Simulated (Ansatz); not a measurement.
Scan of AlC, quartet

Starting geometry (PBE0/def2-TZVP stationary point for this spin):

```json
{"atom": "Al", "x (Å)": "0.0000", "y (Å)": "0.0000", "z (Å)": "0.0000"}
{"atom": "C", "x (Å)": "0.0000", "y (Å)": "0.0000", "z (Å)": "1.9668"}
```

From there C2 moves along the line of the two atoms named below, all else staying in place; atoms are numbered as listed. Energies are in eV, counted from the starting geometry at the same level.

Basis cc-pVDZ; Ansatz 0.2.0. Correlated methods freeze the noble-gas cores. Prefix R: restricted or restricted open-shell reference; prefix U: unrestricted.

For open shells CISD is restricted-active-space CI with the open shells as a complete middle space.

Full CI is exact within this basis and frozen core; it isn't the basis-set limit. The frozen core follows each run's orbitals, which can shift R against U totals by a few meV.

| distance Al1-C2 (Å) | full CI | unpaired electrons (full CI) | error CISD | error RCCSD | error UCCSD | error RCCSD(T) | error BCCD(T) | error UCCSDT |
| --- | --- | --- | --- | --- | --- | --- | --- | --- |
| 1.593 | 1.903 | 3.09 | -0.012 | -0.012 | -0.011 | -0.005 | -0.005 | -0.001 |
| 1.807 | 0.300 | 3.09 | -0.005 | -0.005 | -0.004 | -0.002 | -0.002 | 0.000 |
| 1.967 | 0.000 | 3.10 | 0.000 | 0.000 | 0.000 | 0.000 | 0.000 | 0.000 |
| 2.172 | 0.122 | 3.10 | 0.007 | 0.007 | 0.007 | 0.003 | 0.004 | 0.001 |
| 2.392 | 0.522 | 3.10 | 0.018 | 0.018 | 0.017 | 0.008 | 0.011 | 0.002 |
| 2.688 | 1.163 | 3.11 | 0.041 | 0.038 | 0.036 | 0.021 | 0.028 | 0.006 |
| 3.215 | 2.119 | 3.14 | 0.082 | 0.049 | 0.051 | 0.062 | 0.070 | 0.014 |
| 3.699 | 2.627 | 3.21 | 0.031 | 0.003 | 0.002 | 0.054 | 0.058 | 0.021 |
| 4.309 | 2.891 | 3.28 | -0.043 | -0.064 | -0.068 | 0.005 | 0.008 | 0.014 |
| 5.226 | 2.991 | 3.31 | -0.075 | -0.096 | -0.100 | -0.022 | -0.020 | -0.001 |
| 6.777 | 3.017 | 3.26 | -0.082 | -0.103 | -0.107 | -0.029 | -0.027 | -0.007 |

Unpaired electrons are Σ n²(2−n)² over natural occupations. Errors are those of relative energies. In total energy the starting point itself misses full CI by: CISD 0.340, RCCSD 0.172, UCCSD 0.170, RCCSD(T) 0.049, BCCD(T) 0.047, UCCSDT 0.008 eV.

Spread of the error over the points with a reference, to 6.777 Å (largest less smallest): UCCSDT 0.028, RCCSD(T) 0.090, BCCD(T) 0.097, RCCSD 0.152, UCCSD 0.159, CISD 0.164 eV.

Going outwards, the relative energy of CISD first misses by more than 0.043 eV (1 kcal/mol) at 3.215 Å.
